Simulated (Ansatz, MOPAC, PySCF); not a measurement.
Reaction (SMILES): C1CS1 + 2 C (CH4) + S (H2S) → CC (C2H6) [ethane] + 2 CS (CH4S)

Wanted: bond separation energy (enthalpy at 298 K), in kcal/mol. Set-up: non-relativistic; spin-orbit terms left out; no dispersion term unless named. Ab initio and DFT rows: single points at B3LYP-D3(BJ) geometries (Ansatz, a program for electronic structure), with unscaled harmonic terms from B3LYP/6-31G* (Ansatz) at its own minima. Semi-empirical rows: MOPAC heats of formation at their own minima for 298 K.

| species | coefficient | E at BP86/def2-SVP (PySCF), Eh | E at M06-2X/def2-TZVPD (PySCF), Eh | H(298 K) - E, kcal/mol | heat of formation at PM6 (MOPAC), kcal/mol |
|---|---|---|---|---|---|
| C1CS1 | -1 | -476.63900 | -476.77192 | 37.46 | 25.06 |
| C (CH4) | -2 | -40.48104 | -40.50048 | 30.76 | -12.29 |
| CC (C2H6) | +1 | -79.76158 | -79.80476 | 49.98 | -15.82 |
| CS (CH4S) | +2 | -438.58244 | -438.68344 | 31.95 | -3.37 |
| S (H2S) | -1 | -399.30556 | -399.38030 | 11.88 | -1.69 |

Measured values: Active Thermochemical Tables 1.112 (ions: stationary electron), as tabulated in the package chemicals; G2/97 table in ASE (Curtiss et al.); they hold spin-orbit and core effects, anharmonicity.  Value to compare with, the measured value: -10.1 kcal/mol. 1 Eh = 627.5095 kcal/mol.

Question: Work the quantity out at each level, and compare with the measured value.

Answer: 
- BP86/def2-SVP: the sum of coefficient times E is -0.01982 Eh, or -12.44 kcal/mol; the thermal terms add 3.02. Result: -9.4 kcal/mol. Its error against the measured value is 0.7 kcal/mol.
- M06-2X/def2-TZVPD: the sum of coefficient times E is -0.01846 Eh, or -11.58 kcal/mol; the thermal terms add 3.02. Result: -8.6 kcal/mol. Its error against the measured value is 1.5 kcal/mol.
- PM6: the sum of coefficient times heat of formation is -21.35 kcal/mol; it needs no thermal term. Its error against the measured value is -11.2 kcal/mol.
